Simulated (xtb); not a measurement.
xtb input (GFN2-xTB):

```bash
xtb mol.xyz --gfn 2 --ohess tight --chrg 1 --uhf 0
```
mol.xyz:
```
5

O      0.12938571     0.45606725    -0.20114861
O      0.18127132    -0.95179830    -0.21912969
H      0.99933459     0.66079590     0.26075977
H     -0.64857945    -1.15299958     0.26624044
H     -0.67892590     0.99407367    -0.04636441
```

End of the output:

```
optimized geometry written to: xtbopt.xyz

           -------------------------------------------------
          | TOTAL ENERGY               -9.050202674354 Eh   |
          | TOTAL ENTHALPY             -9.011362432930 Eh   |
          | TOTAL FREE ENERGY          -9.038369307935 Eh   |
          | GRADIENT NORM               0.000206107021 Eh/α |
          | HOMO-LUMO GAP               7.616417506840 eV   |
           -------------------------------------------------

------------------------------------------------------------------------
------------------------------------------------------------------------
 total:
 SCF:
 ANC optimizer:
 analytical hessian:
```

It need not be the lowest isomer of its formula.
